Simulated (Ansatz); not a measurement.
`CB[SiH3]` + F• → `C[B][SiH3]`• + H–F at 400 K and 1 bar (hydrogen abstraction from a B–H bond).

Calculated with Ansatz (gas phase, PBE0-D4/def2-TZVP geometries, no zero-point term in ΔE). CCSD(T)/CBS adds triple-zeta CCSD(T) − MP2 to the extrapolated MP2 energy (def2 sets, frozen cores). This one scheme is used for every species, atoms too. Open shells (•) are unrestricted, without spin–orbit coupling. Spin–orbit coupling would lower the free atoms: a little for F.

```tsv
species	CCSD(T)/CBS energy (Eh)	H − E (kJ/mol)	S (J/(mol·K))
`CB[SiH3]`	-356.10570	218.4	345.4
F•	-99.66871	8.3	166.6
`C[B][SiH3]`•	-355.43800	190.6	345.9
H–F	-100.39570	36.5	182.2
```

H − E and S are ideal-gas, rigid-rotor, harmonic terms from PBE0-D4/def2-TZVP, for one conformer and one mirror image of each species, with the whole ground term of open shells counted as degenerate. 1 Eh = 2625.50 kJ/mol, R = 8.31446 J/(mol·K).

Question: By hand: ΔE, ΔH, ΔS and ΔG.

Answer: ΔE = (-355.43800) + (-100.39570) − (-356.10570) − (-99.66871) = -0.05929 Eh = -155.7 kJ/mol. Δ(H − E) = 190.6 + 36.5 − 218.4 − 8.3 = 0.4, so ΔH = -155.3 kJ/mol. ΔS = 345.9 + 182.2 − 345.4 − 166.6 = 16.1 J/(mol·K). ΔG = -155.3 − 400 × (16.1)/1000 = -161.7 kJ/mol.

Question: By hand: the equilibrium constant, and the temperature at which ΔG would vanish if ΔH and ΔS stayed fixed.

Answer: log₁₀ K = −ΔG/(RT ln 10) = 21.1. ΔH and −TΔS have one sign here, so there is no such temperature.

ΔH outweighs TΔS. A doubt of 5 kJ/mol in ΔE shifts log₁₀ K by 0.7 here. Other conformers and mirror images would add mixing entropy, several J/(mol·K) or more a flexible species. Modes under 60 cm⁻¹, often nearly free rotors, make the harmonic entropy too high. These are equilibria of isolated gas molecules and say nothing of rates. Largest T1 diagnostic: 0.014 (customary marks: 0.02 for closed shells, 0.045 for open ones).
